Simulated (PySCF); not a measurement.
Gas-phase reaction: 6 NH + SiN → SiH₂(NH₂)₂ + 5 N

Method: PySCF energies plus ideal-gas RRHO corrections (1 bar). † marks an energy on the PBE0/def2-TZVP geometry and frequencies; other levels use their own. 6-31G* has spherical d functions here. Open shells (unrestricted): NH (multiplicity 3), SiN (multiplicity 2), N (multiplicity 4); the rest are closed-shell singlets. B3LYP is the form with VWN-RPA correlation. No R ln 2 is added for the mirror-image form of SiH₂(NH₂)₂. SiH₂(NH₂)₂: computed as isolated molecules; such fragments, hydroxides, amides, oligomers or adducts are transient or little studied in the gas. The harmonic model lacks anharmonicity and excited electronic states, which grow with temperature; levels with a mode under 35 cm⁻¹ are left out. Internal rotation in SiH₂(NH₂)₂ is treated as a harmonic vibration of one conformer, which makes the entropy rough.

```json
[
 {"level": "B3LYP/6-31G*", "ΔE electronic, kJ": "-366", "ΔH°(298 K), kJ": "-319", "ΔS°(298 K), J/K": "-249", "ΔG°(1200 K), kJ": "-30"},
 {"level": "B3LYP/def2-TZVP†", "ΔE electronic, kJ": "-347", "ΔH°(298 K), kJ": "-304", "ΔS°(298 K), J/K": "-247", "ΔG°(1200 K), kJ": "-18"},
 {"level": "BLYP/def2-TZVP†", "ΔE electronic, kJ": "-252", "ΔH°(298 K), kJ": "-208", "ΔS°(298 K), J/K": "-247", "ΔG°(1200 K), kJ": "77"},
 {"level": "PBE/def2-TZVP†", "ΔE electronic, kJ": "-300", "ΔH°(298 K), kJ": "-257", "ΔS°(298 K), J/K": "-247", "ΔG°(1200 K), kJ": "29"},
 {"level": "PBE0/def2-QZVP†", "ΔE electronic, kJ": "-395", "ΔH°(298 K), kJ": "-352", "ΔS°(298 K), J/K": "-247", "ΔG°(1200 K), kJ": "-66"},
 {"level": "PBE0/def2-TZVP", "ΔE electronic, kJ": "-402", "ΔH°(298 K), kJ": "-358", "ΔS°(298 K), J/K": "-247", "ΔG°(1200 K), kJ": "-73"},
 {"level": "ωB97M-V/def2-TZVP†", "ΔE electronic, kJ": "-444", "ΔH°(298 K), kJ": "-401", "ΔS°(298 K), J/K": "-247", "ΔG°(1200 K), kJ": "-115"}
]
```
ΔH° is lowest at ωB97M-V/def2-TZVP† and highest at BLYP/def2-TZVP†. No reference value is set beside these.
